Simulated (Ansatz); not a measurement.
C2H3S, doublet: at the end structure of a reaction step.

The input file, in.yaml:

```yaml
crystal:
  periodic: [false, false, false]
  atoms:
    - {symbol: H, position_ang: [-1.574529, 0.797910, 0.868506]}
    - {symbol: C, position_ang: [0.231710, -0.351763, -0.552253]}
    - {symbol: C, position_ang: [1.093560, -0.018385, -1.345638]}
    - {symbol: S, position_ang: [-0.498106, 0.305372, 1.498352]}
    - {symbol: H, position_ang: [1.801294, 0.171906, -2.120647]}
    - {symbol: H, position_ang: [-1.053829, -0.905141, 1.651679]}
basis:
  gaussian: {orbitals: def2-TZVPP}
magnetization: {spin_polarized: true, initial_magnetization: 1}
hamiltonian: {xc: {name: CAM-B3LYP}, dispersion: d4}
```

Launched with

```bash
ansatz run in.yaml --threads 2 --pin off --events-out ev --progress --plain --max-ram 4352MiB
```

What Ansatz 0.2.0 printed:

```
Functional definition: CAM-B3LYP
  name "CAM-B3LYP"
  cite "Yanai, Tew & Handy, Chem. Phys. Lett. 393, 51 (2004) doi:10.1016/j.cplett.2004.06.011"
  cite "Iikura, Tsuneda, Yanai & Hirao, J. Chem. Phys. 115, 3540 (2001) doi:10.1063/1.1383587"
  cite "Becke, Phys. Rev. A 38, 3098 (1988) doi:10.1103/PhysRevA.38.3098"
  cite "Lee, Yang & Parr, Phys. Rev. B 37, 785 (1988) doi:10.1103/PhysRevB.37.785"
  cite "Vosko, Wilk & Nusair, Can. J. Phys. 58, 1200 (1980) doi:10.1139/p80-159"
  parameter alpha = 0.19
  parameter beta = 0.46
  parameter omega = 0.33/bohr
  parameter ac = 0.81
  # Exact exchange under (alpha + beta erf(omega r))/r, Becke's under what is left of 1/r.
  exchange = (1 - alpha - beta)*b88_x + beta*b88_x_sr(omega) + alpha*exact_x + beta*exact_x_lr(omega)
  correlation = (1 - ac)*vwn5_c + ac*lyp_c
833 factors; their error is unknown
186 factors; integrals over basis functions are off by at most 1.4e-5 eV
mean field evaluation 1: about -12947.2705 eV, gradient 3.3e1 eV
mean field evaluation 2: about -12946.7781 eV, gradient 3.4e1 eV
mean field evaluation 4: about -12953.2468 eV, gradient 1.8e0 eV
mean field evaluation 8: about -12953.2689 eV, gradient 1.6e-1 eV
mean field evaluation 16: about -12953.2793 eV, gradient 1.7e-3 eV
mean field -12953.27927622 eV, -476.0242333531 hartree, gradient 3.2e-5 eV, S^2 0.760560; 0 other end points of the search recorded, 0 dependent functions left out
reference -12953.27938725 eV, -476.0242374331 hartree; 16, 15 occupied and 130, 131 virtual orbitals, 833 factors
Total energy: -12953.35529448 eV, -476.0270269726 hartree
```

The run took about 2.6 s on 2 CPU threads (shared host).
